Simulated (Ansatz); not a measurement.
## Worked example: correlation energy of H2Al–AlH2, singlet

Geometry: that of the H2Al–AlH2, triplet, kept fixed.

```yaml
atoms:
  - { symbol: Al, position_ang: [0.0000, 0.0000, -1.3006] }
  - { symbol: Al, position_ang: [0.0000, 0.0000, 1.3006] }
  - { symbol: H, position_ang: [0.0000, 1.4653, -1.8929] }
  - { symbol: H, position_ang: [0.0000, -1.4653, -1.8929] }
  - { symbol: H, position_ang: [0.0000, 1.4653, 1.8929] }
  - { symbol: H, position_ang: [0.0000, -1.4653, 1.8929] }
```

Basis cc-pVDZ; Ansatz 0.2.0. Correlated methods freeze the noble-gas cores, which leaves 10 electrons in 46 orbitals. R marks a restricted (for open shells ROHF) determinant.

Full CI isn't at hand for all of this; RCCSDT(Q) serves as the reference, and is uncertain by the last step of the cluster series or more.

RCCSD has a T1 diagnostic of 0.011 and a largest doubles amplitude of 0.06.

Runs differ by some tens of microhartree through their thresholds, so steps under 0.03 kcal/mol mean nothing.

```csv
level,total energy (hartree)
RHF,-486.104344
RMP2,-486.238262
RCCSD,-486.279933
RCCSD(T),-486.283078
RCCSDT,-486.284014
RCCSDT(Q),-486.284138
```

Q: What is the correlation energy at RCCSDT(Q), and what share of it do RMP2 and RCCSD(T) recover?

A: E(corr) = -486.284138 − (-486.104344) = -0.179794 hartree = -4.892 eV. RMP2: -0.133918 / -0.179794 = 74.48 %. RCCSD(T): -0.178734 / -0.179794 = 99.41 %.

Q: By how many kcal/mol does RCCSD(T) miss RCCSDT(Q) (1 hartree = 627.509 kcal/mol), and which steps make up the rest?

A: -486.283078 − (-486.284138) = 0.001060 hartree = 0.67 kcal/mol. Steps: RCCSDT − RCCSD(T) = -0.59, RCCSDT(Q) − RCCSDT = -0.08 kcal/mol. That is within 1 kcal/mol of the reference in this basis, which itself misses far more of the correlation at the basis-set limit.
